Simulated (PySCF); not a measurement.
An unknown is described by computed data only.

Elements present: C, F, H and O. Monoisotopic mass: 87.0252 u (electron mass counted); charge -1.

* 13C NMR: chemical shifts (computed TMS as zero) by class: 158.0 (1 C), 156.3 (1 C), 141.0 (1 C), 99.9 (1 C) ppm [GIAO PBE/pcSseg-2]
* Couplings: largest of the computed one-bond spin–spin couplings (means over like bonds): 19F–13C -293.2, 13C–1H +198.4, 13C–1H +170.2, 13C–1H +157.7, 13C–1H +147.0, 13C–13C +102.6, 13C–13C +78.9, 13C–13C +52.5 Hz [B3LYP/pcJ-1, spin–dipole term left out for some pairs]
* NMR, other nuclei: isotropic shieldings of nuclei other than C and H, by class: 90 (1 O), 353 (1 F) ppm [GIAO PBE/pcSseg-2]
* Rotational structure: rotational constants A, B, C: 9.920, 2.147, 1.765 GHz [PBE0-D3(BJ)/def2-SVP]
* 1H NMR: chemical shifts (computed TMS as zero) by class: 6.85 (1 H), 6.40 (1 H), 5.79 (1 H), 4.06 (1 H) ppm [GIAO PBE/pcSseg-2]

The electronic properties come from PySCF, for the isolated species, density fitting. Levels stand in brackets. Geometry: PBE0-D3(BJ)/def2-SVP, one conformer, isolated ion. The HOMO energy is positive, so at this level the finite basis confines the outermost electrons. No diffuse functions stand in pcJ-1 and pcSseg-2, which bears on an anion's orbital energies. NMR classes are plain means over equivalent atoms (diastereotopic ones count apart unless rotation or inversion swaps them), as if these changed places fast.

**Question.** Which formula fits the mass and the elements?

**Answer.** C4H4FO (calculated 87.0252). No other formula that holds each of these elements comes within 0.0003 u with a fitting electron parity and a possible valence count.

**Question.** What is the compound? Reason from the data.

**Answer.** Numbering: `[CH2:1]=[CH:2]/[C:3]([O-:4])=[CH:5]/[F:6]`. 4 carbons fall into 4 classes; from least to most shielded: vinylic carbon bearing oxygen [C3] (158.0 ppm), alkene CH carbon [C2] (156.3 ppm), carbon bonded to C, F and H [C5] (141.0 ppm), terminal =CH2 carbon [C1] (99.9 ppm). Hydrogen classes from least to most shielded: 1 H on a carbon bonded to C, F and H, C5 (6.85 ppm), 1 H on an alkene CH carbon, C2 (6.40 ppm), 1 H on a terminal =CH2 carbon, C1 (5.79 ppm), 1 H on a terminal =CH2 carbon, C1 (4.06 ppm). The other shieldings belong to: 90 ppm, enolate oxygen [O4]; 353 ppm, vinyl fluorine [F6]. The couplings run between: -293.2 Hz, vinyl fluorine [F6] and carbon bonded to C, F and H [C5]; +198.4 Hz, carbon bonded to C, F and H [C5] and its hydrogen; +170.2 Hz, terminal =CH2 carbon [C1] and its hydrogen; +157.7 Hz, terminal =CH2 carbon [C1] and its hydrogen; +147.0 Hz, alkene CH carbon [C2] and its hydrogen; +102.6 Hz, vinylic carbon bearing oxygen [C3] and carbon bonded to C, F and H [C5]; +78.9 Hz, terminal =CH2 carbon [C1] and alkene CH carbon [C2]; +52.5 Hz, alkene CH carbon [C2] and vinylic carbon bearing oxygen [C3]. The optimised geometry has point group Cs and is an asymmetric top. Structure: `C=C/C([O-])=C/F`. The assignments are read from this structure; whether some other isomer fits the data as well wasn't checked.

Conformer computed: `[CH2:1]=[CH:2]/[C:3]([O-:4])=[CH:5]/[F:6]`: C1–C2–C3–O4 -1°.
